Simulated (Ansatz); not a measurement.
Consider the formal exchange of groups at a C–F bond: `C=C(F)C#CC` + CH₄ → `C=C(C)C#CC` + H–F.

Program: Ansatz. Geometries: PBE0-D4/def2-TZVP. ΔE: electronic, gas phase. CBS: MP2 limit from def2 TZ/QZ plus the TZ coupled-cluster correction, frozen cores. This one scheme is used for every species. DFT in def2-TZVPP.

CCSD(T)/CBS gives -0.48 eV.

(1) Another level gave -0.22 eV. Which?
A. PBE/def2-TZVPP
B. CCSD(T)/def2-TZVPP
C. ωB97X-V/def2-TZVPP
D. PBE0-D4/def2-TZVPP

Largest T1 diagnostic among the species: 0.012.

Results:

(1) A. PBE -0.22, CCSD(T)/def2-TZVPP -0.43, ωB97X-V -0.30, PBE0-D4 -0.35 eV.

In def2-TZVPP, CCSD(T) changes the Hartree–Fock value by −0.15 eV (the triples alone add −0.00 eV) and MP2 by −0.25 eV. From PBE to PBE0 (25 % exact exchange), in def2-TZVPP and without D4, ΔE moves by −0.09 eV.
